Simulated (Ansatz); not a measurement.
B20 (FeSi-type) FeSi, treated with r²SCAN (plane waves, PAW; Ansatz, a program for electronic structure).

Numerical settings: plane-wave cutoff 560 eV, 8×8×8 k mesh, Fermi–Dirac smearing 0.01 eV, no spin polarisation, scalar-relativistic PAW data made under PBE.

The cell is scaled about its equilibrium volume:

Shape and atoms are relaxed at each volume.

```json
[
 {"V (Å³/atom)": "10.243", "P (GPa)": "10.95", "direct gap at Γ (eV)": "1.023", "smallest gap on the k mesh (eV)": "0.330"},
 {"V (Å³/atom)": "10.456", "P (GPa)": "5.16", "direct gap at Γ (eV)": "0.998", "smallest gap on the k mesh (eV)": "0.334"},
 {"V (Å³/atom)": "10.670", "P (GPa)": "-0.01", "direct gap at Γ (eV)": "0.975", "smallest gap on the k mesh (eV)": "0.338"},
 {"V (Å³/atom)": "10.883", "P (GPa)": "-4.61", "direct gap at Γ (eV)": "0.952", "smallest gap on the k mesh (eV)": "0.342"},
 {"V (Å³/atom)": "11.097", "P (GPa)": "-8.70", "direct gap at Γ (eV)": "0.931", "smallest gap on the k mesh (eV)": "0.346"}
]
```

The fundamental gap (0.33 eV at the equilibrium volume, with added k points) lies elsewhere than Γ–Γ.

Measured, for comparison: band gap 0.05 eV (temperature not stated, not corrected to a static lattice, indirect, transport; lower end of the printed range; as tabulated in Tomczak (2018), arXiv:1802.07220).
